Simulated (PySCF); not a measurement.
Relaxation of triplet CS₂

All numbers come from PySCF, UPBE0, basis C def2-TZVP, S def2-TZVP (no relativity, density fitting). A (50,194) grid was used.

A hand-made end-on start, of Cs symmetry, held to at least that symmetry:

```xyz
3
charge 0 multiplicity 3, angstrom
C    -0.7472    0.0000   -1.9731
S    -0.7472    0.0000   -0.1397
S     1.0276    0.0000    0.8803
```

Optimiser trace:
```tsv
step	E − E(last) (kJ/mol)	largest gradient (Eh/bohr)
0	45.94	0.06176
1	6.42	0.02355
2	1.65	0.01749
3	0.24	0.00540
4	0.03	0.00120
5	0.01	0.00072
6	0.00	0.00017
7	0.00	0.00003
```

It ends at Cs with C–S 1.631 Å, S–S 2.059 Å; C–S–S 108.3°. A frequency run shows a minimum. Other isomers or separated fragments may lie lower.

At this level a singlet minimum of D∞h symmetry lies 473 kJ/mol below this structure.

The relaxation took 20 s on 2 threads of a shared Arm Neoverse N1 host, with 105 basis functions and 8 gradients; the process peaked at 0.54 GiB.
